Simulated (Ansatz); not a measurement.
`C/C(F)=C(/C)Cl` + H–F → `C/C(F)=C(/C)F` + HCl  (substitution at a C–Cl bond)

Computed with Ansatz on PBE0-D4/def2-TZVP structures; ΔE is electronic, products minus reactants. CCSD(T)/CBS adds triple-zeta CCSD(T) − MP2 to the extrapolated MP2 energy (def2 sets, frozen cores). This one scheme is used for every species. Double bonds are as drawn, so ΔE can hold a change between cis and trans. Functionals use def2-TZVPP.

CCSD(T)/CBS gives +0.28 eV.

(1) Another level gave +0.14 eV. Which?
A. SCS-MP2/def2-TZVPP
B. PBE0-D4/def2-TZVPP
C. MP2/def2-TZVPP
D. ωB97M-V/def2-TZVPP

Largest T1 diagnostic among the species: 0.011.

Results:

(1) D. ωB97M-V 0.14, PBE0-D4 0.19, SCS-MP2/def2-TZVPP 0.26, MP2/def2-TZVPP 0.36 eV.

The D4 term adds +0.09 eV with B3LYP and +0.05 eV with PBE0; it sums over pairs of atoms, weighted by their polarisabilities, and B3LYP, whose exchange is more repulsive, gets the larger term. In def2-TZVPP, CCSD(T) changes the Hartree–Fock value by +0.23 eV (the triples alone add +0.04 eV) and MP2 by +0.38 eV.

B3LYP here is the variant with VWN-RPA as its local correlation; programs differ in this.
